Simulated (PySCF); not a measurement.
NMR parameters from quadrupole coupling constants

AlH2F.
Structure used (PBE0-D3(BJ)/def2-SVP), in Å, numbered top down from 1:
```
atom  x, y, z in Å
Al1    0.0310    0.0513   -0.0018
H2     1.6061   -0.0665    0.0169
H3    -0.8068    1.3903   -0.0194
F4    -0.8303   -1.3752    0.0042
```

Computed at PBE0/pcSseg-1 (pcSseg-2 on Al) (PySCF, non-relativistic):

```csv
atom,environment,nucleus,spin I,Q (b),CQ = χzz (MHz),η
Al1,aluminium bonded to F and 2 H,27Al,5/2,0.1466,45.567,0.354
```

Task: Work back to Vxx, Vyy and Vzz; CQ/MHz = 234.96 (Q/b)(Vzz/au).

Result: The tensor is traceless, so η fixes the two smaller values:

```csv
atom,Vxx (au),Vyy (au),Vzz (au),Vzz (10²¹ V/m²)
Al1,-0.427,-0.896,1.323,12.85
```

Task: At 18.8 T, set νQ = 3|CQ|/[2I(2I − 1)] beside the Larmor frequency (|g| × 7.62259 MHz/T × B; g(27Al) = 1.45660), and give PQ = |CQ|√(1 + η²/3).

Result: 
| atom | PQ (MHz) | νQ (MHz) | ν0 (MHz) | νQ/ν0 |
| --- | --- | --- | --- | --- |
| Al1 | 46.51 | 6.835 | 208.74 | 0.033 |

For Al1: PQ = 45.57 × 1.0207, νQ = 45.57 × 0.1500, ν0 = 11.1031 MHz/T × 18.8 T.

Task: Second-order quadrupolar shift of the central transition's centre of gravity (half-integer spins, νQ < ν0/10) at 18.8 and 23.5 T.

Result: From −(3/40)(PQ/ν0)²[I(I + 1) − 3/4]/[I(2I − 1)]², which goes as 1/B² (ppm):

| site | 18.8 T | 23.5 T |
| --- | --- | --- |
| 27Al at Al1 | -298 | -191 |

Task: Take a correlation time of 8 ps, isotropic tumbling and extreme narrowing. What quadrupolar relaxation rates and linewidths follow?

Result: Rate = (3π²/10) PQ² τc (2I + 3)/[I²(2I − 1)], the same for T1 and T2; width = rate/π.

```tsv
site	spin factor (2I + 3)/[I²(2I − 1)]	1/T1 (s⁻¹)	T1 (ms)	linewidth (Hz)
27Al at Al1	0.320	16400	0.061	5220
```

Solvent, lattice and vibrations would change these gradients. Isolated species at its PBE0-D3(BJ)/def2-SVP geometry, gas phase. A larger basis could move these couplings by a tenth or more.
